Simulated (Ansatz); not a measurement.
A calculation on zinc-blende CdS (metastable phase) returned lattice constant a 5.757 Å, bulk modulus 68.0 GPa, cohesive energy 3.33 eV/atom.

For reference: lattice constant a 5.832 Å (measured, room temperature, not corrected to a static lattice, our sources range from 5.818 to 5.832; as tabulated in arXiv:1206.3780); cohesive energy 2.87 eV/atom (measured, zero-point energy (9/8 kB θD) added and atomic spin-orbit splittings removed, spin-orbit-averaged atoms; as tabulated in Albrecht et al. (1997), arXiv:cond-mat/9706128).

### Question
Which level of theory produced these numbers?
A. PBE0 (Ansatz, a first-principles code)
B. HSE06 (Ansatz)
C. LDA (Ansatz)
D. r²SCAN+rVV10 (Ansatz)

### Answer
C, LDA (Ansatz)

The others give: r²SCAN+rVV10 5.850 Å, 63.1 GPa, 2.99 eV/atom; PBE0 5.881 Å, 60.2 GPa, 2.63 eV/atom; HSE06 5.886 Å, 59.4 GPa, 2.63 eV/atom.

Unless a cell is named, each level is at its own relaxed cell (HSE06 25.49, LDA 23.85, PBE0 25.42, r²SCAN+rVV10 25.03 Å³/atom).

Ansatz's density-functional and Hartree–Fock values are scalar-relativistic unless marked +SOC, with PAW data made under PBE.
